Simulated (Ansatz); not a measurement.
**PNHO (quartet): from a generated start to a stationary point**

Aim: relax a generated start of PNHO (quartet) and see which bonds hold.

Computed with Ansatz 0.2.0, Gaussian basis. Level: UKS PBE0/def2-TZVP.

### 1 The system as given

4 atoms, charge 0, spin multiplicity 4.

Atoms are counted from 1 here; the program's logs count them from 0.

Bond lengths: O1–N2 1.281 Å, N2–P3 1.777 Å, N2–H4 1.029 Å. Angles: O1–N2–P3 116.5°, O1–N2–H4 115.0°, P3–N2–H4 117.3°.

As a file:

```xyz
4
HNOP
O    -1.5545   -0.1553   -0.0772
N    -0.5228    0.5499    0.2044
P     1.0591   -0.2189   -0.0518
H    -0.6045    1.5498   -0.0244
```

The start was built by rule and, where that kept it together, relaxed with GFN2-xTB. Sticks and bond lists go by distance. 

### 2 The run

Input file in.yaml:

```yaml
crystal:
  periodic: [false, false, false]
  atoms:
    - {symbol: O, position_ang: [-1.554492, -0.155331, -0.077152]}
    - {symbol: N, position_ang: [-0.522823, 0.549948, 0.204382]}
    - {symbol: P, position_ang: [1.059067, -0.218889, -0.051778]}
    - {symbol: H, position_ang: [-0.604536, 1.549767, -0.024395]}
basis:
  gaussian: {orbitals: def2-TZVP}
magnetization: {spin_polarized: true, initial_magnetization: 3}
hamiltonian: {xc: pbe0}
relax: {f_tol: 0.004, max_steps: 80}
```

Command:

```console
$ ansatz run in.yaml --threads 1 --pin off --events-out ev --progress --plain --max-ram 2176MiB
```

What does the calculation give? Wanted: energy gained; shift from the start; total energy; dipole moment; ⟨S²⟩.

**Answer**, as computed:

```
                  quantity           value
                     steps               5
             energy gained        0.015 eV
shift from the start (rms)         0.042 Å
              total energy  -12832.1291 eV
             dipole moment          2.31 D
                      ⟨S²⟩           3.764
```

**Reading.** The bonds of the start are those of the end. N2–P3 went from 1.777 to 1.762 Å. No vibrations were run, so this is a stationary point, not a proven minimum, and this spin need not be the ground state's.
